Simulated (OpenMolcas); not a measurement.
**How methods differ on AlH3 (SMILES [H][Al]([H])[H])**

AlH3: 4 atoms, total charge 0, spin state singlet. As SMILES, `[H][Al]([H])[H]`. The shape comes from GFN2-xTB, which is rough for such elements, and wasn't checked as a minimum.

Each level gives the vertical ionisation energy (to the doublet cation) (eV). The values are calculated.

| level | kind | program | value (eV) | less FCI/3-21G |
| --- | --- | --- | --- | --- |
| CASPT2(6,7)/3-21G | multireference | OpenMolcas | 10.84 | -0.04 |
| CASSCF(6,7)/3-21G | multireference | OpenMolcas | 10.74 | -0.14 |
| MC-PDFT[tPBE](6,7)/3-21G | multireference | OpenMolcas | 11.29 | +0.41 |
| MRCI(6,7)/3-21G | multireference | OpenMolcas | 10.88 | 0.00 |
| SC-NEVPT2(6,7)/3-21G | multireference | OpenMolcas | 10.82 | -0.06 |
| FCI/3-21G, open shells restricted | exact in the basis | OpenMolcas | 10.88 | 0.00 |

FCI/3-21G, open shells restricted is exact within its basis and frozen core, so for wave-function methods in that basis the difference is their error. The values span 10.74 to 11.29 eV. All rows use very small basis sets, so even the best lies far from the true value.
